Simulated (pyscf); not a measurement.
Thermochemistry of product channels of H₃Si–O–AsH₂ (SMILES [SiH3]O[AsH2]) on the singlet surface, in kJ/mol, from ωB97M-D3(BJ)/def2-TZVP energies (ideal gas, 1 atm, RRHO with modes under 100 cm⁻¹ raised to 100, one conformer, R ln 2 for rigid chiral ones). Single points on ωB97X-D3(BJ)/def2-SVP structures (PySCF, gas phase).

```
products                                                  ΔE  ΔH(298 K)  ΔG(600 K)  ΔG(900 K)
----------------------------------------------------  ------  ---------  ---------  ---------
HO–AsH–SiH₃ (SMILES O[AsH][SiH3])                      +79.4      +84.1      +80.9      +78.2
H₃AsOSi (SMILES O1[SiH2][AsH]1) + H₂ (SMILES [H][H])  +143.1     +130.5      +66.0      +32.4
HO–SiH₂–AsH₂ (SMILES O[SiH2][AsH2])                    -44.7      -39.8      -43.5      -46.4
```

These are energies of the channels, which say nothing of barriers. Elements up to Kr have no core potential and no relativistic terms here.
